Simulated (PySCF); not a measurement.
## [C4H6O2]+: g tensor and hyperfine couplings

C₄H₆O₂ (charge +1 and doublet state).
Cartesian coordinates in Å at the GFN2-xTB level; atoms count from 1:
```
atom  x, y, z in Å
C1     1.8415    0.2139   -0.0006
C2     0.4543    0.6297    0.2769
O3    -0.0241    1.6995    0.4141
C4    -0.5452   -0.5926    0.3798
C5    -1.9449   -0.1853    0.6551
O6    -1.4913   -0.5904   -0.5874
H7     2.2415   -0.3345    0.8556
H8     1.8787   -0.4569   -0.8609
H9     2.4496    1.1016   -0.1847
H10   -0.0775   -1.5371    0.6436
H11   -2.1195    0.8889    0.7682
H12   -2.6618   -0.8375    1.1440
```

The hyperfine couplings belong to this conformer and change with its torsions.

Identity: `CC(=[O+])[C@H]1CO1` [radical] (charge +1).

Method: UKS B3LYP, pcH-1 on C H O, non-relativistic, mean-field spin-orbit, GIAO (PySCF). The structure is a single GFN2-xTB conformer in the gas phase; no vibrational or solvent corrections. Couplings are sensitive to structure, and on GFN2-xTB geometries they can be far from those on DFT ones, by a factor of two or more for some ions and for spin on atoms past the first row. The SCF solution wasn't tested for stability.

```
g1, g2, g3                      : 2.00145, 2.00569, 2.00679
g_iso                           : 2.00464
Form of g                       : rhombic: the two nearest values differ by 21 % of g3 − g1
⟨S²⟩                            : 0.7556 (exact 0.7500)
α and β electrons               : 23, 22
HOMO–LUMO gap, α and β orbitals : 6.62, 3.05 eV
Total energy                    : -306.10303 Eh
Basis functions                 : 210
```

Hyperfine couplings atom by atom, in MHz; T1 to T3 are the principal values of the dipolar part:

```tsv
atom	isotope	a_iso	T1	T2	T3	Mulliken spin population
C1	13C	37.9	-10.8	-10.2	21.0	0.09
C2	13C	-50.1	-17.0	-2.0	19.1	-0.01
O3	17O	-26.9	-133.9	61.5	72.3	0.43
C4	13C	24.2	-17.6	-15.1	32.7	0.11
C5	13C	-9.9	-6.0	-1.6	7.6	0.01
O6	17O	-26.0	-108.9	53.1	55.8	0.32
H7	1H	-6.0	-5.0	-1.2	6.1	0.00
H8	1H	-8.0	-5.5	-0.7	6.2	0.00
H9	1H	9.9	-6.2	0.9	5.3	0.01
H10	1H	93.9	-8.0	-4.8	12.8	0.03
H11	1H	51.4	-7.9	1.8	6.1	0.01
H12	1H	29.7	-4.6	-3.5	8.1	0.01
```

Largest spin populations (Mulliken): O3 (+0.43), O6 (+0.32), C4 (+0.11) and C1 (+0.09).

The SMILES `CC(=[O+])[C@H]1CO1` draws the unpaired electron on O3, whose computed spin population is only +0.43.

Axes: g3 points within 2° of the C4–O6 bond.

Under fast tumbling the dipolar parts average out, and these isotropic splittings remain: 1 × 1H (H10, I = 1/2, 2 lines) with 3.35 mT, 1 × 1H (H11, I = 1/2, 2 lines) with 1.83 mT, 1 × 1H (H12, I = 1/2, 2 lines) with 1.06 mT and 3 × 1H (H7/H8/H9, I = 1/2, 4 lines) with 0.05 mT.

Means are taken over nuclei equivalent by connectivity, which assumes that they swap fast. The three 1H nuclei of mean -1.3 MHz run from -8.0 to 9.9 MHz in the frozen geometry.

The 13C coupling of C2 (-50.1 MHz) shows only in satellite lines or after enrichment, since that isotope makes up about 1.07 % of natural carbon.

The 17O coupling of O3 (-26.9 MHz) shows only in satellite lines or after enrichment, since that isotope makes up about 0.038 % of natural oxygen.

Examples of negative spin density at the nucleus (bohr⁻³): C2 (-0.0446) and C5 (-0.0088).
